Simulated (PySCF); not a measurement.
How strong are the bonds of `CC1=CCC1` (C5H8)?

Parent: `CC1=CCC1` (C5H8). Non-hydrogen atoms are numbered in `[CH3:1][C:2]1=[CH:3][CH2:4][CH2:5]1`.

Energies: M06/ma-def2-SVP (PySCF, density fitting, integration grid level 3) on PBE0-D3(BJ)/def2-SVP structures. The prefix ma- adds one diffuse s and one diffuse p function on all atoms but H. Thermal corrections: GFN2-xTB frequencies, unscaled, ideal gas at 298.15 K and 1 bar, quasi-RRHO entropy. These were taken at the GFN2-xTB minima.

```jsonl
{"bond": "C1–H", "r / Å": "1.103", "radicals": "[CH2]C1=CCC1 + H•", "BDE(298 K) / kJ/mol": "353", "BDFE / kJ/mol": "320", "D₀ / kJ/mol": "348", "Dₑ / kJ/mol": "383"}
{"bond": "C4–H", "r / Å": "1.103", "radicals": "CC1=C[CH]C1 + H•", "BDE(298 K) / kJ/mol": "369", "BDFE / kJ/mol": "332", "D₀ / kJ/mol": "362", "Dₑ / kJ/mol": "398"}
{"bond": "C5–H", "r / Å": "1.103", "radicals": "CC1=CC[CH]1 + H•", "BDE(298 K) / kJ/mol": "372", "BDFE / kJ/mol": "334", "D₀ / kJ/mol": "365", "Dₑ / kJ/mol": "402"}
{"bond": "C1–C2", "r / Å": "1.483", "radicals": "CH3• + [C]1=CCC1", "BDE(298 K) / kJ/mol": "441", "BDFE / kJ/mol": "392", "D₀ / kJ/mol": "434", "Dₑ / kJ/mol": "463"}
{"bond": "C3–H", "r / Å": "1.094", "radicals": "CC1=[C]CC1 + H•", "BDE(298 K) / kJ/mol": "460", "BDFE / kJ/mol": "424", "D₀ / kJ/mol": "453", "Dₑ / kJ/mol": "486"}
```

Homolysis to relaxed radicals in the gas phase; the table need not hold every single bond outside rings.

Lowest value: C1–H (353 kJ/mol); highest value: C3–H (460 kJ/mol).

Caveats: ma-def2-SVP is a small basis, whose errors can reach tens of kJ/mol; the order of C1–H and C4–H, of C4–H and C5–H, of C1–C2 and C3–H is undecided: the gaps lie inside the method's error (some 20 kJ/mol, one structure a species); radicals beside a multiple bond are drawn in one resonance form, and their spin spreads.
